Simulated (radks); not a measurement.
# Cl²⁺ in [Ne] 3s1 3p4: an all-electron calculation

Wanted: eigenvalues, radial structure and energy terms of the chlorine ion Cl2+.

The numbers are computed with radks (a radial shooting solver on a logarithmic mesh, Libxc functionals) version 1 (non-relativistic Kohn-Sham, HCTH/407, spin-polarised, spherical densities, point nucleus; open shells are filled with parallel spins first), except any that are marked as measured or tabulated.

## 1. The system

| Property | Result |
| --- | --- |
| element | chlorine (Z = 17) |
| charge | +2 |
| electrons | 15 |
| configuration | [Ne] 3s1 3p4 |

The outer shells:

Cl²⁺
```
[Ne] core
3s [↑ ]
3p [↑↓][↑ ][↑ ]
```

## 2. The calculation

The run's settings:

```text
Z 17
configuration [Ne] 3s1 3p4
relativity non-relativistic
functional hcth_407
spin polarised
nucleus point
```

On the command line:

```
$ python run_ks.py task.json out
```

The same process makes all the runs of this session.

**Question.** What will this run give?

The runs gave:

| quantity | value |
| --- | --- |
| total energy | -458.41118 hartree |
| exchange-correlation share of it | 6.01 % |
| −T/E | 0.9985 |
| highest occupied level | 3p down, -29.300 eV |
| most extended occupied level | 3p down, <r> = 1.66 bohr |
| radius at density 0.001 e/bohr³ | 3.32 bohr |
| maxima of the radial density | 3 |

3 principal shells are occupied and 3 maxima appear in the radial density. −T/E = 0.9985, near the virial value of 1. This is not the tabulated ground configuration, so its levels and sizes aren't those of the ground state, and no measured value stands beside it.
